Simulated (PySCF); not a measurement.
# ethyl isopropyl sulfide (SMILES CCSC(C)C)

Geometry:
```csv
atom,x (Å),y (Å),z (Å)
C1,2.386,0.292,0.435
C2,1.701,0.919,-0.764
S3,0.543,-0.169,-1.639
C4,-0.749,-0.475,-0.381
C5,-1.461,0.797,0.045
C6,-1.704,-1.495,-0.983
H7,3.124,0.984,0.870
H8,1.665,0.040,1.228
H9,2.905,-0.635,0.148
H10,2.439,1.181,-1.539
H11,1.194,1.859,-0.492
H12,-0.257,-0.933,0.494
H13,-1.949,1.274,-0.820
H14,-2.234,0.572,0.798
H15,-0.771,1.529,0.490
H16,-2.498,-1.747,-0.262
H17,-2.184,-1.095,-1.890
H18,-1.179,-2.422,-1.256
```

Method: PySCF, quadratic response CAM-B3LYP/aug-cc-pVDZ first hyperpolarisability, Taylor convention, gas phase. Geometry: PBE0-D3(BJ)/def2-SVP.

Problem. Give the tensor of the static β(0;0,0) in the axes of these coordinates.

Solution. In au, Taylor convention; rows are the first index (the induced dipole):
|  | xx | yy | zz | xy | xz | yz |
| --- | --- | --- | --- | --- | --- | --- |
| x | +15.2 | -30.5 | +26.4 | -1.0 | -20.8 | -34.4 |
| y | -1.0 | +28.3 | -12.2 | -30.5 | -34.4 | +25.1 |
| z | -20.8 | +25.1 | +64.8 | -34.4 | +26.4 | -12.2 |

Norm of βᵢ = ⅓ Σⱼ (βᵢⱼⱼ + βⱼᵢⱼ + βⱼⱼᵢ): 71.5 au, hyper-Rayleigh value 48.8 au.
